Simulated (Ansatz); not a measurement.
Geometry optimisation, Ansatz, RKS BHLYP-D4/6-31G*.

input.yaml

```yaml
crystal:
  periodic: [false, false, false]
  atoms:
    - { symbol: C, position_ang: [-0.4111, -1.4659, 1.5808] }
    - { symbol: "N", position_ang: [0.2934, -1.1112, 0.5794] }
    - { symbol: C, position_ang: [0.0439, 0.2404, 0.0303] }
    - { symbol: C, position_ang: [-0.8965, 0.2048, -1.0621] }
    - { symbol: C, position_ang: [1.4056, 0.7706, -0.485] }
    - { symbol: F, position_ang: [-0.3618, 1.0893, 1.0255] }
    - { symbol: H, position_ang: [-0.3311, -2.4104, 2.0418] }
    - { symbol: H, position_ang: [-1.1929, -0.7413, 1.9903] }
    - { symbol: H, position_ang: [-1.9261, -0.1445, -0.6253] }
    - { symbol: H, position_ang: [-1.1426, 1.196, -1.4445] }
    - { symbol: H, position_ang: [-0.6799, -0.4715, -1.8529] }
    - { symbol: H, position_ang: [1.3062, 1.8047, -0.8346] }
    - { symbol: H, position_ang: [2.0882, 0.8502, 0.3295] }
    - { symbol: H, position_ang: [1.7916, 0.1595, -1.2443] }
basis:
  gaussian: { orbitals: "6-31G*" }
hamiltonian:
  xc: { name: BHLYP }
  dispersion: d4
relax:
  f_tol: 0.015
  max_steps: 40
```

Launched with:

```bash
$ ansatz run input.yaml --threads 2 --pin off --max-ram 3072MiB --backend cpu --events-out ev --progress --plain --runs-dir out
```

Problem. Where does it end, and by what steps?

Solution. The run converged. After 8 steps the energy has fallen by 0.598 eV; H8 moved furthest, 0.62 Å.

| step | energy less start (eV) | largest force component (eV/Å) | accepted |
| --- | --- | --- | --- |
| 0 | 0.0000 | 5.237 | yes |
| 1 | -0.4465 | 1.706 | yes |
| 2 | -0.4403 | 1.351 | no |
| 3 | -0.5509 | 0.417 | yes |
| 4 | -0.5710 | 0.239 | yes |
| 5 | -0.5920 | 0.120 | yes |
| 6 | -0.5975 | 0.086 | yes |
| 7 | -0.5983 | 0.017 | yes |
| 8 | -0.5983 | 0.003 | yes |

```xyz
14
Properties=species:S:1:pos:R:3
C -0.287 -1.391 1.640
N 0.069 -1.127 0.465
C -0.035 0.214 -0.021
C -1.005 0.245 -1.184
C 1.347 0.722 -0.375
F -0.544 1.078 0.948
H -0.202 -2.412 1.990
H -0.678 -0.654 2.331
H -1.985 -0.080 -0.849
H -1.084 1.255 -1.574
H -0.668 -0.419 -1.972
H 1.283 1.736 -0.758
H 1.974 0.720 0.512
H 1.802 0.083 -1.123
```

Whether the end is a true minimum wasn't checked by a vibrational analysis.

The run took 74 s on 2 threads of Intel(R) Xeon(R) Processor @ 2.50GHz (Skylake/Cascade Lake) (shared host), peak memory 0.26 GiB.
